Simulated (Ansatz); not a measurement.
A nudged elastic band was laid between two geometries of C₄H₉N (14 atoms, charge 0, multiplicity 1).

Level of theory: RKS BLYP/def2-SVP (Ansatz).

* movable images: 9
* climbing image: yes
* spring: 5.0 eV/Å²
* optimiser: quadratic models (default)
* start path: through a guess of the saddle point
* force threshold: 0.03 eV/Å
* iteration limit: 45
* end points: relaxed

First end point:

```xyz
14
Properties=species:S:1:pos:R:3
C -1.825 -0.696 -0.921
C -0.535 -1.073 -0.152
C 0.126 0.093 0.550
C 1.344 0.595 0.224
N 1.954 1.742 0.749
H -2.294 -1.587 -1.389
H -1.612 0.042 -1.721
H -2.578 -0.240 -0.243
H 0.189 -1.540 -0.855
H -0.790 -1.865 0.590
H -0.452 0.579 1.359
H 1.932 0.118 -0.581
H 1.552 2.091 1.624
H 2.976 1.712 0.794
```

Last end point:

```xyz
14
Properties=species:S:1:pos:R:3
C -1.861 -0.704 -0.660
C -0.360 -0.710 -0.315
C 0.157 0.666 0.178
C 1.641 0.674 0.468
N 2.106 0.930 1.637
H -2.202 -1.702 -1.001
H -2.088 0.023 -1.468
H -2.476 -0.422 0.220
H 0.225 -1.027 -1.207
H -0.158 -1.472 0.468
H -0.376 0.980 1.099
H 2.292 0.427 -0.410
H -0.053 1.429 -0.607
H 3.142 0.878 1.627
```

Question: What changes between the two ends?

Answer: Bonds broken: N5–H13. Bonds formed: C3–H13.

Question: Give the energies along the band, and the barrier.

Answer: The forces met the threshold. The highest image is number 4 of 0 to 10, 2.59 eV above the first end and 2.61 eV above the last; the last end lies 0.02 eV below the first. The profile has 2 maxima (images 4, 8) with wells between them (image 6): this band takes more than one step, which may be the mechanism or a detour left from its start path. Neighbouring images differ by up to 2.0 eV, so the band resolves the path poorly. A vibrational analysis at the climbing image gives one clearly imaginary mode, 1854i cm⁻¹: a first-order saddle point. The orbitals stay closed-shell, which can raise the energy where a bond breaks towards radicals; this wasn't checked here.

```tsv
image	path coordinate (Å)	energy (eV)	N5–H13 (Å)	C3–H13 (Å)
0	0.00	0.00	1.02	2.68
1	0.88	0.03	1.02	2.65
2	1.77	0.15	1.02	2.57
3	2.65	0.66	1.03	2.30
4	3.54	2.59	1.33	1.58
5	4.26	0.59	1.99	1.14
6	4.98	0.02	2.49	1.11
7	5.70	0.02	2.63	1.11
8	6.43	0.04	2.78	1.11
9	7.16	0.00	2.98	1.12
10	7.88	-0.02	3.15	1.11
```

Question: What is the geometry of the highest image?

Answer: 
```xyz
14
Properties=species:S:1:pos:R:3
C -1.921 -0.606 -0.700
C -0.442 -0.910 -0.385
C 0.243 0.231 0.360
C 1.668 0.350 0.540
N 1.985 1.641 0.496
H -2.406 -1.445 -1.239
H -2.016 0.306 -1.325
H -2.500 -0.428 0.231
H 0.098 -1.114 -1.335
H -0.393 -1.862 0.199
H -0.287 0.551 1.282
H 2.435 -0.445 0.664
H 0.687 1.737 0.231
H 2.835 1.965 1.010
```

The band took 33 iterations and about 20 core-minutes.

Run time: 10 min on 2 threads of AMD EPYC 7R43 64-Core Processor (Zen 3) (shared host), peak memory 0.18 GiB.
